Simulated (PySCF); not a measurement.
# BrFHO: the cost of one run

Computed with PySCF 2.14.0; each step states its level. No surroundings beyond the atoms listed, unless a continuum is named. Atoms count from 0, parts from 1.

### 1 The system as given

4 atoms, charge -1, multiplicity 1; geometry: GFN2-xTB. Parts: 1 = atoms 0–1, `FBr`, charge 0; 2 = atoms 2–3, `[OH-]`, charge -1. In the given geometry Br0 and O2 of different parts are bonded (1.81 Å), so values for the parts refer to these atom groups.

### 2 Geometry optimisation at PBE0-D3(BJ)/def2-TZVPD

The job: settings as JSON, then the geometry in Å.

```
{"job": {"xc": "PBE0", "basis": "def2-TZVPD", "d3": "d3bj", "grid": 3, "kind": "geom", "shake": 0.01}, "charge": -1, "multiplicity": 1, "parts": [{"atoms": "0-1", "charge": 0, "multiplicity": 1}, {"atoms": "2-3", "charge": -1, "multiplicity": 1}]}
Br     1.807925     0.538695    -1.032065
F     -1.694493     0.727001    -0.480572
O      0.305123     1.412002    -1.529845
H     -0.604566     1.036575    -0.976708
```

Run with:

```
$ OMP_NUM_THREADS=1 python cluster_run.py task.json out
```

The driver reads the jobs from task.json and runs them one after another.

**Question.** How long does this job take on 1 thread of Arm Neoverse N1, shared host, and how much memory does it need?

About 88 s, with a peak of 0.56 GiB.
